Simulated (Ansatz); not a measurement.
# C2H6O, SMILES CCO: a rigid scan of one bond length

Program: Ansatz's Python interface.

`c2h6o_scan.py`
```python
# -*- coding: utf-8 -*-
"""Stretching a bond of C2H6O, the rest held rigid."""

import logging
import sys

import ansatz as az
import numpy as np

logging.basicConfig(stream=sys.stdout, format="%(levelname)s:%(name)s:%(message)s")
log = logging.getLogger("run")
log.setLevel(logging.INFO)

BASIS = "cc-pVDZ"
FUNCTIONAL = "PBE"
VDW = "d3bj"

geometry_ang = [
    ("C", [-0.54189, 0.57641, -0.46772]),
    ("C", [0.30817, -0.6076, -0.01936]),
    ("O", [1.19881, -0.27648, 1.0206]),
    ("H", [-1.17505, 0.28581, -1.30149]),
    ("H", [0.09764, 1.39862, -0.78021]),
    ("H", [-1.17696, 0.92071, 0.34771]),
    ("H", [0.9405, -0.95268, -0.84035]),
    ("H", [-0.3443, -1.43864, 0.28817]),
    ("H", [0.69309, 0.09386, 1.75264]),
]
system = az.Crystal.molecule()
for symbol, xyz in geometry_ang:
    system = system.atom(symbol, xyz)

symbols = [site.symbol for site in system.cartesian_sites]
start = np.array([site.position_ang for site in system.cartesian_sites])
axis = (start[7] - start[1]) / np.linalg.norm(start[7] - start[1])
moving = [7]
lengths, energies = [0.94, 1.01, 1.1, 1.21, 1.38, 1.65, 1.98, 2.42], []
for length in lengths:
    xyz = start.copy()
    xyz[moving] += (length - np.linalg.norm(start[7] - start[1])) * axis
    point = az.Crystal.molecule()
    for symbol, place in zip(symbols, xyz):
        point = point.atom(symbol, place.tolist())
    base = point.calculation()
    base = base.basis(gaussian=BASIS)
    base = base.functional(FUNCTIONAL, dispersion=VDW)
    summary = base.run(threads=1, backend="cpu").report
    energies.append(summary["free_energy_ev"])
    log.info(f"r = {length:6.3f} A  E = {energies[-1]:.5f} eV  <S^2> = {abs(summary['mean_field']['state']['spin_squared']):.3f}")

print("energy above the lowest point (eV):", [round(e - min(energies), 3) for e in energies])
```

```console
$ python c2h6o_scan.py
INFO:run:r =  0.940 A  E = -4212.87715 eV  <S^2> = 0.000
INFO:run:r =  1.010 A  E = -4213.33997 eV  <S^2> = 0.000
INFO:run:r =  1.100 A  E = -4213.55191 eV  <S^2> = 0.000
INFO:run:r =  1.210 A  E = -4213.46137 eV  <S^2> = 0.000
INFO:run:r =  1.380 A  E = -4212.96956 eV  <S^2> = 0.000
INFO:run:r =  1.650 A  E = -4211.97603 eV  <S^2> = 0.000
INFO:run:r =  1.980 A  E = -4210.87638 eV  <S^2> = 0.000
INFO:run:r =  2.420 A  E = -4209.79717 eV  <S^2> = 0.000
energy above the lowest point (eV): [0.675, 0.212, 0.0, 0.091, 0.582, 1.576, 2.676, 3.755]
```

Total energies depend on the basis set; only differences at equal settings carry meaning. The rest of the molecule is held rigid at a force-field or estimated start geometry, and the basis set is modest; single-reference methods fail as a bond breaks. The orbitals are restricted, so S² is zero by construction. Toward dissociation an unrestricted state can lie under the restricted one, by tenths of an eV for polar bonds under a functional and by 1 to 2 eV or more for others. It ran for 8.4 s on 1 thread of Arm Neoverse V2, on a shared host, peak memory 0.17 GiB.

(A comment or docstring line of the script was reworded after the run, the code is as it ran; lines on the test bed's own set-up are left out of the output.)
